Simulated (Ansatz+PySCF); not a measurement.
The numbers below are computed, except where a source is named.
## PySCF 2.14.0 run

```python
from pyscf import gto, scf, cc

mol = gto.M(atom="""
B 0.000000 0.000000 0.000000
O 0.000000 0.000000 3.500000
""", basis='sto-3g', charge=0, spin=1)
mf = scf.UHF(mol)
mf.kernel()
mycc = cc.CCSD(mf, frozen=2).run()
et = mycc.ccsd_t()
print(mf.e_tot, mycc.e_corr, et, mycc.e_tot + et)
```

The script is written out from the run's settings.

Results

| Property | Result |
| --- | --- |
| Converged | yes |
| Reference energy | -97.72349 hartree |
| CCSD correlation energy | -0.25796 hartree |
| Triples correction | -0.01295 hartree |
| Total energy | -97.99440 hartree |
| Spin squared of the determinant | 1.664 |

The reference isn't the lowest determinant (another lies 6.26 eV lower), but the same method gives a higher total on the lower determinant. Caution: bonds are stretched, where a single reference can fail; the unrestricted determinant is a mixture of spin states.
